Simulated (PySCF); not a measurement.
Start geometry of `[nH]1ccc(C)n1` from GFN2-xTB (Å):
```
atom  x, y, z in Å
C1    -1.906   -0.033    0.018
C2    -0.421   -0.108    0.000
C3     0.499    0.957    0.088
C4     1.735    0.365    0.011
N5     1.517   -0.960   -0.114
N6     0.219   -1.258   -0.120
H7    -2.243    0.686    0.762
H8    -2.280    0.283   -0.956
H9    -2.318   -1.012    0.245
H10    0.278    1.999    0.195
H11    2.724    0.779    0.037
H12    2.198   -1.697   -0.195
```

Task: What comes out of this run: PySCF, PBE0-D3(BJ)/def2-TZVP geometry optimisation, gas phase?

Result: 
```
atom  x, y, z in Å
C1    -1.8527   -0.0463   -0.4525
C2    -0.4134   -0.0998   -0.0831
C3     0.5161    0.9605   -0.0099
C4     1.6971    0.3707    0.3669
N5     1.4345   -0.9438    0.4930
N6     0.1628   -1.2523    0.2283
H7    -2.3944    0.6715    0.1679
H8    -1.9832    0.2565   -1.4947
H9    -2.3045   -1.0293   -0.3218
H10    0.3448    2.0065   -0.2055
H11    2.6789    0.7782    0.5487
H12    2.0683   -1.6736    0.7636
```

The energy falls by 0.34 kcal/mol over 9 energy and gradient evaluations, the largest force component goes from 0.0112 to 2.6e-04 Eh/bohr, and the atoms move by 0.105 Å rms after alignment. Among the bonds, C3–H10 and C4–H11 change most and about equally (+0.007 Å). Bonds longer at the end by more than 0.005 Å: 2 of 12; shorter: 0. Among the dihedrals that turn most is H7–C1–C2–N6, from 139° to 126°. Rotational constants go from 9116, 3551, 2596 to 9070, 3553, 2594 MHz. The orientation of the end geometry is arbitrary; only internal coordinates are fixed.

The run used 222 basis functions and 64 SCF cycles in all.

Not checked by PBE0-D3(BJ)/def2-TZVP frequencies.
